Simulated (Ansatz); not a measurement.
The cluster Mg3H4. The state is a singlet with charge 0. Geometry r2SCAN-D4/def2-TZVP; atoms count from 1.

Cartesian coordinates in Å:
```
Mg 1.544 0.517 0.515
Mg -1.515 0.356 -0.581
Mg -0.183 -1.809 0.094
H -0.915 -1.017 -1.616
H 2.951 1.409 0.944
H -0.089 1.355 -0.146
H -1.793 -0.812 0.790
```

The restricted singlet is unstable towards broken spin symmetry in Hartree–Fock (as tested in another run); at PBE0-D4/def2-TZVP this wasn't settled. Another isomer (singlet) lies 0.37 eV lower at PBE0-D4/def2-TZVP; other spin states weren't run for this one.

Estimate the Mulliken populations from the PBE0/def2-TZVP orbitals of Ansatz.


| atom | charge (e) |
| --- | --- |
| Mg1 | 0.37 |
| Mg2 | 0.32 |
| Mg3 | 0.23 |
| H4 | -0.22 |
| H5 | -0.18 |
| H6 | -0.29 |
| H7 | -0.22 |
Mulliken values depend strongly on the basis.

And the Mayer bond orders between heavy atoms (over 0.3)?

Mg1–Mg3 0.51 (2.93 Å); Mg2–Mg3 0.43 (2.63 Å).
